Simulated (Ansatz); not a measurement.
A run of Ansatz (development build ahead of 0.2.0) on singlet C2H6 at this shape:

| atom | x (Å) | y (Å) | z (Å) |
| --- | --- | --- | --- |
| C | 0.0095 | -0.0221 | -0.8034 |
| C | 0.0330 | -0.0221 | 0.7899 |
| H | -0.0065 | -0.9748 | -1.1584 |
| H | -0.8928 | 0.5155 | -1.1156 |
| H | 0.8813 | 0.5612 | -1.1719 |
| H | -0.0147 | 1.0278 | 1.2128 |
| H | -0.9313 | -0.5094 | 1.1877 |
| H | 0.8981 | -0.5601 | 1.1574 |

Its results:

```
Converged                       : yes
Total energy                    : -79.24835 hartree
Spin squared of the determinant : 0.000
Stability test                  : minimum among restricted orbitals
```

Forces (eV/Å):
| atom | Fx | Fy | Fz |
| --- | --- | --- | --- |
| C1 | 0.170 | 3.827 | 2.710 |
| C2 | -2.091 | 0.479 | -0.414 |
| H3 | 0.116 | -2.525 | -1.123 |
| H4 | 0.330 | -0.317 | -0.114 |
| H5 | -0.651 | -0.749 | 0.107 |
| H6 | 0.460 | -1.375 | -0.688 |
| H7 | 1.760 | 0.515 | -0.664 |
| H8 | -0.094 | 0.145 | 0.187 |

Question: Which input gives this output? Name the method, the orbitals and the basis set, and write the input.

Answer: RHF in def2-TZVP. An unrestricted run that stays on the closed shell gives the same numbers.

```yaml
crystal:
  periodic: [false, false, false]
  atoms:
    - { symbol: C, position_ang: [0.00951, -0.02211, -0.80339] }
    - { symbol: C, position_ang: [0.03304, -0.02206, 0.78992] }
    - { symbol: H, position_ang: [-0.0065, -0.97485, -1.15836] }
    - { symbol: H, position_ang: [-0.89276, 0.51549, -1.11559] }
    - { symbol: H, position_ang: [0.88134, 0.56121, -1.17194] }
    - { symbol: H, position_ang: [-0.01466, 1.02776, 1.21276] }
    - { symbol: H, position_ang: [-0.93131, -0.50945, 1.1877] }
    - { symbol: H, position_ang: [0.89811, -0.56007, 1.15743] }
basis:
  gaussian: { orbitals: def2-TZVP }
hamiltonian:
  xc: hf
output:
  forces: true
```
